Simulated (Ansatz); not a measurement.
# SiHCl₂− (SMILES Cl[SiH-]Cl): functionals against CCSD(T) at one geometry

Aim: energy, forces and dipole at a structure displaced at random from a GFN2-xTB minimum, from CCSD(T) and from density functionals.

Program: Ansatz 0.2.0, Gaussian basis. Level of theory: single points in def2-TZVPPD. These are calculated values, not measurements.

Correlated methods freeze the cores. B3LYP uses VWN-RPA correlation.

**1. Starting geometry**

SMILES `Cl[SiH-]Cl`, 4 atoms, charge -1, spin multiplicity 1.

Atoms are counted from 1 here; the program's logs count them from 0.

Bond lengths: Cl1–Si2 2.224 Å, Si2–Cl3 2.270 Å, Si2–H4 1.557 Å. Angles: Cl1–Si2–Cl3 98.8°, Cl1–Si2–H4 94.1°, Cl3–Si2–H4 93.1°.

Geometry (Å):

```tsv
atom	x (Å)	y (Å)	z (Å)
Cl1	-1.6618	0.2619	0.8863
Si2	0.2807	-0.6667	0.3294
Cl3	0.2802	-0.1750	-1.8865
H4	1.1155	0.5956	0.6965
```

**2. CCSD(T)/def2-TZVPPD**

Contents of run/in.yaml:

```yaml
crystal:
  periodic: [false, false, false]
  atoms:
    - {symbol: Cl, position_ang: [-1.661800, 0.261900, 0.886300]}
    - {symbol: Si, position_ang: [0.280700, -0.666700, 0.329400]}
    - {symbol: Cl, position_ang: [0.280200, -0.175000, -1.886500]}
    - {symbol: H, position_ang: [1.115500, 0.595600, 0.696500]}
basis:
  gaussian: {orbitals: "def2-TZVPPD.json"}
total_charge: -1
correlation: {method: ccsd_t}
output: {forces: true}
```

The basis file named in the input lies beside it (Basis Set Exchange, JSON).

No record of the launch command was kept for these runs.

**3. PBE0-D4/def2-TZVPPD**

run/in.yaml: that of step 2 with these lines changed.

```diff
@@ -10,3 +10,3 @@
 total_charge: -1
-correlation: {method: ccsd_t}
-output: {forces: true}
+hamiltonian: {xc: pbe0, dispersion: d4}
+output: {forces: true, orbitals: {seedname: orbitals}}
```

**4. wB97M-V/def2-TZVPPD**

run/in.yaml: that of step 3 with these lines changed.

```diff
@@ -10,3 +10,3 @@
 total_charge: -1
-hamiltonian: {xc: pbe0, dispersion: d4}
-output: {forces: true, orbitals: {seedname: orbitals}}
+hamiltonian: {xc: {name: wB97M-V}}
+output: {forces: true}
```

**5. r2SCAN-D4/def2-TZVPPD**

run/in.yaml: that of step 4 with these lines changed.

```diff
@@ -10,3 +10,3 @@
 total_charge: -1
-hamiltonian: {xc: {name: wB97M-V}}
+hamiltonian: {xc: r2scan, dispersion: d4}
 output: {forces: true}
```

**6. PBE-D4/def2-TZVPPD**

run/in.yaml: that of step 5 with these lines changed.

```diff
@@ -10,3 +10,3 @@
 total_charge: -1
-hamiltonian: {xc: r2scan, dispersion: d4}
+hamiltonian: {xc: pbe, dispersion: d4}
 output: {forces: true}
```

**7. HSE06-D4/def2-TZVPPD**

run/in.yaml: that of step 6 with these lines changed.

```diff
@@ -10,3 +10,3 @@
 total_charge: -1
-hamiltonian: {xc: pbe, dispersion: d4}
+hamiltonian: {xc: hse06, dispersion: d4}
 output: {forces: true}
```

**8. B3LYP-D4/def2-TZVPPD**

run/in.yaml: that of step 7 with these lines changed.

```diff
@@ -10,3 +10,3 @@
 total_charge: -1
-hamiltonian: {xc: hse06, dispersion: d4}
+hamiltonian: {xc: {name: B3LYP}, dispersion: d4}
 output: {forces: true}
```

(Steps that only read results are left out.)

Q: Predict the outcome of this session. Wanted: RMS force component; RMS force error; HOMO and LUMO, PBE0-D4; T1 diagnostic.

As calculated:

| quantity | value |
| --- | --- |
| RMS force component | 0.098 to 0.202 eV/Å over the methods |
| RMS force error | PBE0-D4 0.070, wB97M-V 0.018, r2SCAN-D4 0.059, PBE-D4 0.154, HSE06-D4 0.070, B3LYP-D4 0.104 eV/Å |
| HOMO and LUMO, PBE0-D4 | -1.13 and 3.73 eV |
| T1 diagnostic | 0.011 |

**Reading.** The forces of wB97M-V come nearest to CCSD(T), those of PBE-D4 are farthest. Frozen-core CCSD(T) forces in triple zeta carry basis errors of their own, and this is one geometry, so small gaps rank nothing.
